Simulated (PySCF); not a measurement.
Methylcyclopentadiene, C6H8.
Cartesian coordinates in Å at the GFN2-xTB level; atoms count from 1:
```xyz
14
C6H8 angstrom
C      1.9664   -0.2133    0.1534
C      0.4865   -0.1716    0.0093
C     -0.3540   -1.1710   -0.3019
C     -1.7127   -0.6732   -0.3308
C     -1.7127    0.6324   -0.0361
C     -0.3097    1.0842    0.2105
H      2.4414    0.4716   -0.5497
H      2.3398   -1.2171   -0.0330
H      2.2633    0.0877    1.1584
H     -0.0857   -2.1931   -0.5025
H     -2.5688   -1.2835   -0.5581
H     -2.5590    1.2918    0.0249
H     -0.0103    1.8706   -0.4856
H     -0.1850    1.4840    1.2190
```

Computed, not measured: TDDFT CAM-B3LYP/def2-SVPD, vertical, gas phase, core orbitals frozen in the response in PySCF 2.14.0, density-fitted response routines.

Transition dipole moments from the ground state, in atomic units and in the frame of the coordinates above (overall signs are arbitrary), for the states with f of 0.002 or more among the lowest 8:

| state | E (hartree) | μx | μy | μz |
| --- | --- | --- | --- | --- |
| S1 | 0.1840 | -0.948 | 0.229 | -0.046 |
| S2 | 0.2179 | -0.012 | -0.025 | 0.114 |
| S3 | 0.2445 | -0.026 | -0.057 | 0.250 |
| S4 | 0.2535 | 0.016 | 0.035 | -0.157 |
| S5 | 0.2581 | -0.103 | -0.070 | -0.027 |
| S7 | 0.2797 | 0.029 | 0.062 | -0.274 |
| S8 | 0.2821 | -0.015 | -0.033 | 0.139 |

(1) What oscillator strength does each state have?

(2) What is the point group, and which symmetry does each of these states have?

(3) Which bond between heavy atoms lies closest to the direction of the S1 transition dipole?

(4) What angle do the transition dipoles of S1 and S3 make?

(5) What peak molar absorption coefficient would the strongest computed level give as a lone Gaussian band 0.3 eV wide at half height?

Answers

(1) f = (2/3) ΔE |μ|² with ΔE in hartree (27.2114 eV).

```json
{"state": "S1", "|μ|² (au)": "0.953", "|μ| (D)": "2.48", "f": "0.117"}
{"state": "S2", "|μ|² (au)": "0.014", "|μ| (D)": "0.30", "f": "0.002"}
{"state": "S3", "|μ|² (au)": "0.066", "|μ| (D)": "0.65", "f": "0.011"}
{"state": "S4", "|μ|² (au)": "0.026", "|μ| (D)": "0.41", "f": "0.004"}
{"state": "S5", "|μ|² (au)": "0.016", "|μ| (D)": "0.32", "f": "0.003"}
{"state": "S7", "|μ|² (au)": "0.080", "|μ| (D)": "0.72", "f": "0.015"}
{"state": "S8", "|μ|² (au)": "0.021", "|μ| (D)": "0.36", "f": "0.004"}
```

(2) Cs. The ground state is totally symmetric, so the direction of μ fixes the label. Polarised normal to the mirror plane, so A″: S2, S3, S4, S7 and S8. Polarised in the mirror plane, so A′: S1 and S5.

(3) C3–C4, at 7° from it; next C1–C2 at 12°.

(4) |cos θ| = |μa·μb| / (|μa| |μb|) = 0.00, so θ ≈ 90° (taken between 0 and 90°, since the signs are arbitrary).

(5) ε(max) = 2.175×10⁸ f / FWHM, with the width in cm⁻¹. S1: 2.175×10⁸ × 0.1170 / 2420 ≈ 11000 L mol⁻¹ cm⁻¹.
